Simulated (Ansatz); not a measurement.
# C₄H₅F: from a rough start to a minimum

The task is to find a stationary geometry of C₄H₅F, check the end point by its vibrations and derive ideal-gas thermochemistry, and look at its orbitals and charge.

Method: RKS PBE0-D4/def2-TZVP; program: Ansatz 0.2.0, Gaussian basis.

The runs, in order: relaxation at PBE-D4/def2-SVP; relaxation at PBE0-D4/def2-TZVP; harmonic vibrations at the same level; a single point in def2-TZVPP for the fields.

### 1 Starting geometry

SMILES `C=C=C(C)F`, 10 atoms, charge 0, spin multiplicity 1.

Atoms are counted from 1 here; the program's logs count them from 0.

Bond lengths: C1–C2 1.232 Å, C1–H6 1.145 Å, C1–H7 1.089 Å, C2–C3 1.272 Å, C3–C4 1.481 Å, C3–F5 1.384 Å, C4–H8 1.109 Å, C4–H9 1.170 Å, C4–H10 1.043 Å. Angles: C2–C1–H6 122.4°, C2–C1–H7 124.0°, H6–C1–H7 113.6°, C1–C2–C3 178.9°, C2–C3–C4 129.0°, C2–C3–F5 117.9°, C4–C3–F5 113.1°, C3–C4–H8 107.8°, C3–C4–H9 109.1°, C3–C4–H10 117.2°, H8–C4–H9 105.9°, H8–C4–H10 109.0°, H9–C4–H10 107.2°.

The start is a force-field geometry with small random shifts, so a cheaper pass at PBE-D4/def2-SVP comes first.

### 2 Geometry optimisation, PBE-D4/def2-SVP (cheap first pass)

File in.yaml:

```yaml
crystal:
  periodic: [false, false, false]
  atoms:
    - {symbol: C, position_ang: [-1.183500, 1.309200, -1.018100]}
    - {symbol: C, position_ang: [-0.266200, 0.665900, -0.504900]}
    - {symbol: C, position_ang: [0.680500, -0.012700, 0.006500]}
    - {symbol: C, position_ang: [0.604800, -1.199700, 0.888200]}
    - {symbol: F, position_ang: [1.979500, 0.382300, -0.261500]}
    - {symbol: H, position_ang: [-1.643400, 2.230200, -0.515900]}
    - {symbol: H, position_ang: [-1.599800, 1.096400, -2.001500]}
    - {symbol: H, position_ang: [0.037300, -1.986100, 0.350000]}
    - {symbol: H, position_ang: [-0.032000, -0.935300, 1.834000]}
    - {symbol: H, position_ang: [1.506000, -1.601300, 1.226100]}
basis:
  gaussian: {orbitals: def2-SVP}
hamiltonian: {xc: pbe, dispersion: d4}
relax: {f_tol: 0.03, max_steps: 200}
```

Command:

```bash
> ansatz run in.yaml --threads 2 --pin off --events-out ev --progress --plain --max-ram 4352MiB
```

The program printed, cut to the lines that bear on the results:

```text
Functional definition: PBE
  name "PBE"
  cite "Perdew, Burke & Ernzerhof, Phys. Rev. Lett. 77, 3865 (1996) doi:10.1103/PhysRevLett.77.3865"
  parent pbe
[...]
1070 factors; their error is unknown
[...]
mean field -6930.44398006 eV, -254.6891186434 hartree, gradient 1.6e-5 eV, S^2 0.000000; 0 other end points of the search recorded, 0 dependent functions left out
[...]
reference -6930.44401025 eV, -254.6891197530 hartree; 19, 19 occupied and 76, 76 virtual orbitals, 1070 factors
relax step   1: F+E_penalty+E_count = -6930.60371064 eV  Δ(F+E_penalty+E_count) = +0.000e0 eV  max|allowed force component| = 5.169e0 eV/Å  Δτ_max = 0.0000 Å  (29 SCF iters, accepted)
[...]
relax step   4: F+E_penalty+E_count = -6931.16474242 eV  Δ(F+E_penalty+E_count) = -8.476e-2 eV  max|allowed force component| = 5.704e-1 eV/Å  Δτ_max = 0.0493 Å  (31 SCF iters, accepted)
[...]
relax step   7: F+E_penalty+E_count = -6931.19003854 eV  Δ(F+E_penalty+E_count) = -9.374e-3 eV  max|allowed force component| = 2.219e-1 eV/Å  Δτ_max = 0.1188 Å  (31 SCF iters, accepted)
[...]
relax step  10: F+E_penalty+E_count = -6931.09895715 eV  Δ(F+E_penalty+E_count) = +1.556e-1 eV  max|allowed force component| = 2.592e0 eV/Å  Δτ_max = 0.2000 Å  (37 SCF iters, rejected (line search))
[...]
relax step  13: F+E_penalty+E_count = -6931.26922548 eV  Δ(F+E_penalty+E_count) = +3.407e-3 eV  max|allowed force component| = 2.293e-1 eV/Å  Δτ_max = 0.0662 Å  (29 SCF iters, rejected (line search))
[...]
relax step  14: F+E_penalty+E_count = -6931.27352343 eV  Δ(F+E_penalty+E_count) = -8.912e-4 eV  max|allowed force component| = 1.183e-2 eV/Å  Δτ_max = 0.0331 Å  (30 SCF iters, accepted)
1070 factors; their error is unknown
[...]
mean field -6931.11688884 eV, -254.7138475850 hartree, gradient 2.9e-5 eV, S^2 0.000000; 1 other end points of the search recorded, 0 dependent functions left out
[...]
reference -6931.11691863 eV, -254.7138486797 hartree; 19, 19 occupied and 76, 76 virtual orbitals, 1070 factors
Total energy: -6931.27355322 eV, -254.7196048947 hartree
Atom 0 at    -1.224840     1.470469    -0.946216 Å, force     0.002320     0.002411     0.002421 eV/Å
Atom 1 at    -0.252436     0.682685    -0.537091 Å, force     0.000166    -0.002245    -0.004015 eV/Å
Atom 2 at     0.700118    -0.129038    -0.108299 Å, force     0.002208     0.000555     0.000738 eV/Å
Atom 3 at     0.567552    -1.207468     0.917624 Å, force     0.007962    -0.011834     0.009719 eV/Å
Atom 4 at     1.961745    -0.032111    -0.613938 Å, force    -0.001257     0.001635    -0.008393 eV/Å
Atom 5 at    -1.433646     2.441044    -0.458750 Å, force    -0.001983    -0.001542     0.001105 eV/Å
Atom 6 at    -1.872650     1.199363    -1.800701 Å, force    -0.000744     0.003197    -0.000308 eV/Å
Atom 7 at     0.809400    -2.195631     0.471367 Å, force    -0.001427     0.004379     0.003636 eV/Å
Atom 8 at    -0.457100    -1.243202     1.330746 Å, force     0.001764     0.000268    -0.006012 eV/Å
Atom 9 at     1.285058    -1.037211     1.748157 Å, force    -0.009010     0.003176     0.001109 eV/Å
Dipole moment:    -0.255154    -0.087828     0.161101 e Å
```

It took 21 s on 2 threads of Arm Neoverse V1, shared host.

The steps of the relaxation: (the energy doesn't fall at every step)

```csv
step,energy from step 1 (eV),largest force component (eV/Å)
1,0.0000,5.1694
2,-0.4464,2.0598
3,-0.4763,1.6727
4,-0.5610,0.5704
5,-0.5684,0.6279
6,-0.5770,0.2045
7,-0.5863,0.2219
8,-0.6215,0.2023
9,-0.6508,0.2146
10,-0.4952,2.5922
11,-0.6629,0.1083
12,-0.6689,0.0347
13,-0.6655,0.2293
14,-0.6698,0.0118
```

Close pairs (by a distance rule), those that changed most:

```csv
bond,before (Å),after (Å),change (Å)
C1–C2,1.232,1.317,+0.084
C4–H10,1.043,1.111,+0.068
C4–H9,1.170,1.105,-0.065
C2–C3,1.272,1.323,+0.051
C1–H6,1.145,1.106,-0.039
C3–F5,1.384,1.363,-0.021
C1–H7,1.089,1.106,+0.017
C3–C4,1.481,1.494,+0.014
```

### 3 Geometry optimisation, PBE0-D4/def2-TZVP

File in.yaml:

```yaml
crystal:
  periodic: [false, false, false]
  atoms:
    - {symbol: C, position_ang: [-1.224840, 1.470469, -0.946216]}
    - {symbol: C, position_ang: [-0.252436, 0.682685, -0.537091]}
    - {symbol: C, position_ang: [0.700118, -0.129038, -0.108299]}
    - {symbol: C, position_ang: [0.567552, -1.207468, 0.917624]}
    - {symbol: F, position_ang: [1.961745, -0.032111, -0.613938]}
    - {symbol: H, position_ang: [-1.433646, 2.441044, -0.458750]}
    - {symbol: H, position_ang: [-1.872650, 1.199363, -1.800701]}
    - {symbol: H, position_ang: [0.809400, -2.195631, 0.471367]}
    - {symbol: H, position_ang: [-0.457100, -1.243202, 1.330746]}
    - {symbol: H, position_ang: [1.285058, -1.037211, 1.748157]}
basis:
  gaussian: {orbitals: def2-TZVP}
hamiltonian: {xc: pbe0, dispersion: d4}
relax: {f_tol: 0.005, max_steps: 150}
```

Launched as before.

The program printed, cut to the lines that bear on the results:

```text
Functional definition: PBE0
  name "PBE0"
  cite "Adamo & Barone, J. Chem. Phys. 110, 6158 (1999) doi:10.1063/1.478522"
  cite "Perdew, Burke & Ernzerhof, Phys. Rev. Lett. 77, 3865 (1996) doi:10.1103/PhysRevLett.77.3865"
  parent pbe
[...]
1096 factors; their error is unknown
[...]
mean field -6939.39002945 eV, -255.0178798948 hartree, gradient 2.6e-5 eV, S^2 0.000000; 0 other end points of the search recorded, 0 dependent functions left out
[...]
reference -6939.39005739 eV, -255.0178809215 hartree; 19, 19 occupied and 166, 166 virtual orbitals, 1096 factors
relax step   1: F+E_penalty+E_count = -6939.52110329 eV  Δ(F+E_penalty+E_count) = +0.000e0 eV  max|allowed force component| = 6.471e-1 eV/Å  Δτ_max = 0.0000 Å  (29 SCF iters, accepted)
[...]
Atom 0 at    -1.208602     1.454815    -0.932138 Å, force     0.000222    -0.000430     0.000267 eV/Å
Atom 1 at    -0.251593     0.670992    -0.534481 Å, force     0.000268     0.000062    -0.000199 eV/Å
Atom 2 at     0.683468    -0.131333    -0.112376 Å, force     0.000719     0.000455    -0.000573 eV/Å
Atom 3 at     0.562171    -1.196940     0.910567 Å, force    -0.000603     0.000296     0.000138 eV/Å
Atom 4 at     1.931737    -0.033850    -0.625513 Å, force    -0.000386    -0.000078     0.000011 eV/Å
Atom 5 at    -1.400482     2.408392    -0.447227 Å, force    -0.000212     0.000122     0.000128 eV/Å
Atom 6 at    -1.848953     1.190005    -1.769452 Å, force    -0.000175     0.000067    -0.000115 eV/Å
Atom 7 at     0.821275    -2.167380     0.478016 Å, force     0.000237    -0.000485    -0.000200 eV/Å
Atom 8 at    -0.455241    -1.240601     1.296132 Å, force    -0.000423     0.000029     0.000082 eV/Å
Atom 9 at     1.249420    -1.005199     1.739370 Å, force     0.000353    -0.000038     0.000462 eV/Å
Dipole moment:    -0.303298    -0.076037     0.172907 e Å
```

Run time: 50 s. Hardware: 2 threads of Arm Neoverse V1, shared host.

Relaxation path: (the energy doesn't fall at every step)

```csv
step,energy from step 1 (eV),largest force component (eV/Å)
1,0.0000,0.6471
2,-0.0546,0.1451
3,0.0500,1.4334
4,-0.0552,0.2163
5,-0.0432,0.4287
6,-0.0569,0.1539
7,-0.0581,0.0698
8,-0.0584,0.0610
9,-0.0585,0.0270
10,-0.0585,0.0074
11,-0.0585,0.0060
12,-0.0585,0.0007
```

Distances of close pairs at the start and the end, largest changes first:

```csv
bond,before (Å),after (Å),change (Å)
C2–C3,1.323,1.302,-0.021
C1–H7,1.106,1.087,-0.019
C1–H6,1.106,1.087,-0.019
C4–H8,1.111,1.094,-0.017
C1–C2,1.317,1.299,-0.017
C4–H10,1.111,1.094,-0.017
C4–H9,1.105,1.089,-0.016
C3–C4,1.494,1.482,-0.012
```

Mulliken charges at the end point, from the run's report:

```csv
atom,value (e)
C1,-0.26
C2,-0.05
C3,0.15
C4,-0.36
F5,-0.19
H6,0.15
H7,0.15
H8,0.14
H9,0.14
H10,0.14
```

### 4 Vibrations by finite differences

File in.yaml:

```yaml
crystal:
  periodic: [false, false, false]
  atoms:
    - {symbol: C, position_ang: [-1.208602, 1.454815, -0.932138]}
    - {symbol: C, position_ang: [-0.251593, 0.670992, -0.534481]}
    - {symbol: C, position_ang: [0.683468, -0.131333, -0.112376]}
    - {symbol: C, position_ang: [0.562171, -1.196940, 0.910567]}
    - {symbol: F, position_ang: [1.931737, -0.033850, -0.625513]}
    - {symbol: H, position_ang: [-1.400482, 2.408392, -0.447227]}
    - {symbol: H, position_ang: [-1.848953, 1.190005, -1.769452]}
    - {symbol: H, position_ang: [0.821275, -2.167380, 0.478016]}
    - {symbol: H, position_ang: [-0.455241, -1.240601, 1.296132]}
    - {symbol: H, position_ang: [1.249420, -1.005199, 1.739370]}
basis:
  gaussian: {orbitals: def2-TZVP}
hamiltonian: {xc: pbe0, dispersion: d4}
phonons: {temperatures: {t_min: 298.15, t_max: 900, t_step: 200}}
```

Launched as before.

The program printed, cut to the lines that bear on the results:

```text
Functional definition: PBE0
  name "PBE0"
  cite "Adamo & Barone, J. Chem. Phys. 110, 6158 (1999) doi:10.1063/1.478522"
  cite "Perdew, Burke & Ernzerhof, Phys. Rev. Lett. 77, 3865 (1996) doi:10.1103/PhysRevLett.77.3865"
  parent pbe
[...]
1096 factors; their error is unknown
[...]
mean field -6939.44734731 eV, -255.0199862873 hartree, gradient 2.6e-5 eV, S^2 0.000000; 0 other end points of the search recorded, 0 dependent functions left out
[...]
reference -6939.44737499 eV, -255.0199873046 hartree; 19, 19 occupied and 166, 166 virtual orbitals, 1096 factors
[...]
1096 factors; their error is unknown
mean field -6939.44715747 eV, -255.0199793109 hartree, gradient 1.2e-6 eV, S^2 0.000000; 0 other end points of the search recorded, 0 dependent functions left out
[...]
reference -6939.44718517 eV, -255.0199803286 hartree; 19, 19 occupied and 166, 166 virtual orbitals, 1096 factors
[...]
Atom 3 at     0.562171    -1.196940     0.910567 Å, force    -0.000601     0.000319     0.000134 eV/Å
Atom 4 at     1.931737    -0.033850    -0.625513 Å, force    -0.000379    -0.000070     0.000003 eV/Å
Atom 5 at    -1.400482     2.408392    -0.447227 Å, force    -0.000207     0.000117     0.000124 eV/Å
Atom 6 at    -1.848953     1.190005    -1.769452 Å, force    -0.000166     0.000068    -0.000107 eV/Å
Atom 7 at     0.821275    -2.167380     0.478016 Å, force     0.000245    -0.000497    -0.000201 eV/Å
Atom 8 at    -0.455241    -1.240601     1.296132 Å, force    -0.000425     0.000032     0.000081 eV/Å
Atom 9 at     1.249420    -1.005199     1.739370 Å, force     0.000349    -0.000041     0.000458 eV/Å
Dipole moment:    -0.303298    -0.076038     0.172907 e Å
Vibrations: 181.74 193.11 252.87 389.98 474.80 618.98 653.03 777.00 932.77 996.62 1024.46 1056.96 1225.89 1325.47 1406.68 1461.75 1467.24 1508.01 2105.32 3049.89 3112.15 3125.69 3163.75 3200.04 cm⁻¹, zero-point energy 2.089394 eV
```

It took 2.9 min on 2 threads of Arm Neoverse V1, shared host.

Motions are named by where the mode's potential energy lies. Wavenumbers, unscaled:

```csv
mode,cm⁻¹,motion
1,182,bend
2,193,torsion
3,253,bend
4,390,bend
5,475,torsion
6,619,bend
7,653,"not assigned (largely outside the bonds, angles and torsions drawn)"
8,777,C–C and C–F stretch
9,933,out-of-plane bend
10,997,bend
11,1024,bend
12,1057,bend with torsion
13,1226,C–F and C–C stretch
14,1325,bend with C–C stretch
15,1407,bend
16,1462,bend
17,1467,bend
18,1508,bend with C–C stretch
19,2105,C–C stretch
20,3050,C–H stretch
21,3112,C–H stretch
22,3126,C–H stretch
23,3164,C–H stretch
24,3200,C–H stretch
```

Ideal gas, rigid rotor and harmonic oscillator at 298.15 K and 1 bar, with symmetry number 1:

```csv
term,value
zero-point energy,201.6 kJ/mol
H(298) − E,218.8 kJ/mol
"entropy, translation",162.2 J/(mol K)
"entropy, rotation",107.3 J/(mol K)
"entropy, vibration",39.5 J/(mol K)
"entropy, total",309.0 J/(mol K)
```

### 5 Fields at the relaxed geometry

in.yaml, as its differences from that of step 4:

```diff
@@ -14,4 +14,4 @@
 basis:
-  gaussian: {orbitals: def2-TZVP}
+  gaussian: {orbitals: def2-TZVPP}
 hamiltonian: {xc: pbe0, dispersion: d4}
-phonons: {temperatures: {t_min: 298.15, t_max: 900, t_step: 200}}
+output: {orbitals: {seedname: orbitals}}
```

Same command.

The program printed:

```text
Functional definition: PBE0
  name "PBE0"
  cite "Adamo & Barone, J. Chem. Phys. 110, 6158 (1999) doi:10.1063/1.478522"
  cite "Perdew, Burke & Ernzerhof, Phys. Rev. Lett. 77, 3865 (1996) doi:10.1103/PhysRevLett.77.3865"
  parent pbe
  parameter a = 0.25
  parameter kappa = 0.804
  parameter beta = 0.06672455060314922
  exchange = (1 - a)*pbe_x(kappa = kappa, mu = beta*pi^2/3) + a*exact_x
  correlation = pbe_c(beta = beta)
1171 factors; their error is unknown
mean field evaluation 1: about -6932.5065 eV, gradient 5.5e1 eV
mean field evaluation 2: about -6932.3873 eV, gradient 5.3e1 eV
mean field evaluation 4: about -6939.4546 eV, gradient 3.6e0 eV
mean field evaluation 8: about -6939.4803 eV, gradient 5.5e-2 eV
mean field evaluation 16: about -6939.4910 eV, gradient 6.2e-5 eV
mean field -6939.49099213 eV, -255.0215902050 hartree, gradient 6.2e-5 eV, S^2 0.000000; 0 other end points of the search recorded, 0 dependent functions left out
reference -6939.49102077 eV, -255.0215912573 hartree; 19, 19 occupied and 206, 206 virtual orbitals, 1171 factors
Total energy: -6939.62328069 eV, -255.0264517199 hartree
```

Wall time 3.4 s (2 threads of Arm Neoverse V1, shared host).

The fields below are evaluated on a grid from the run's orbitals.

Frontier orbitals at PBE0-D4/def2-TZVPP, with the share of their density that lies nearest to each atom:

```csv
orbital,energy (eV),lies on
HOMO-1,-8.22,"C1, C2 about 40 % each"
HOMO,-7.08,"C2, C3 about 35 % each; F5 10 %"
LUMO,-0.35,"C1, C2 about 29 % each; H6, H7 about 9 % each; C3 9 %"
```

ELF in a plane through or near 6 of the atoms.

Ten even steps from '0' (0.00) to '9' (1.00):
```
0000000000000000000000000000
0000000000000000000000000000
0000000000000000000000000000
0000000000123320000000000000
0000000013667651000000000000
0000000026877850001210000000
0000000015876630135531000000
0000000001468422468642000000
0000001222466375378764100000
0000002565794382466246210000
0000003662376354684436310000
0000002452473015886565200000
0000000148998102775432000000
0000000159999100443210000000
0000000149999100011000000000
0000000016885000000000000000
0000000000110000000000000000
0000000000000000000000000000
0000000000000000000000000000
0000000000000000000000000000
```
The map spans 10.5 Å across and 8.9 Å up, centred on the molecule. Atoms in the plane (x, y in Å): C1 (2.1, -0.1), C2 (0.9, 0.3), C3 (-0.4, 0.6), C4 (-1.6, -0.3), F5 (-0.8, 1.9), H9 (-1.2, -1.4).

On the surface of density 0.002 e/bohr³ the electrostatic potential runs, from the 1st to the 99th percentile, from -0.90 V near F5 to 1.00 V near H7.

### 6 Summary of results

| quantity | value |
| --- | --- |
| point group | Cs |
| steps | 14 + 12 |
| shift from the start (rms) | 0.500 Å |
| total energy | -6939.5796 eV |
| dispersion term | -132 meV |
| dipole moment | 1.72 D |
| lowest, highest wavenumber | 182, 3200 cm⁻¹ |
| zero-point energy | 201.6 kJ/mol |
| entropy at 298.15 K | 309.0 J/(mol K) |
| HOMO, LUMO | -7.08, -0.35 eV |

The atoms moved 0.50 Å (rms) from the start; the bond that changed most is C4–H9, from 1.170 to 1.089 Å. No mode is imaginary: a true minimum at this level. The stiffest mode, 3200 cm⁻¹, is a C–H stretch, and 2 modes under 200 cm⁻¹ make the vibrational entropy uncertain. Harmonic hybrid wavenumbers usually lie a few per cent above measured fundamentals. The largest Mulliken charge, -0.36 e, sits on C4. The HOMO lies mostly on C2, C3 about 35 % each; F5 10 % and the LUMO on C1, C2 about 29 % each; H6, H7 about 9 % each.
